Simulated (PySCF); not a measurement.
## NO₂⁺: breathing scan

Method: PySCF, r2SCAN, basis N def2-TZVP, O def2-TZVP (no relativity, density fitting).

Rigid scan from the singlet minimum (N–O 1.118 Å (×2); O–N–O 180.0°). Coordinate: all bonds to the central atom scaled together. Energies in kJ/mol from the minimum.

| scale of all bonds to the centre | E (kJ/mol) |
| --- | --- |
| 0.88 | 304.4 |
| 0.92 | 119.5 |
| 0.96 | 26.5 |
| 1.00 | 0.0 |
| 1.04 | 20.9 |
| 1.08 | 74.9 |
| 1.14 | 194.8 |
| 1.22 | 391.5 |
| 1.35 | 726.9 |

At long bonds a restricted determinant can lie too high, and another spin state can fall below this curve.

The scan took of the order of 90 core-seconds on a shared host.
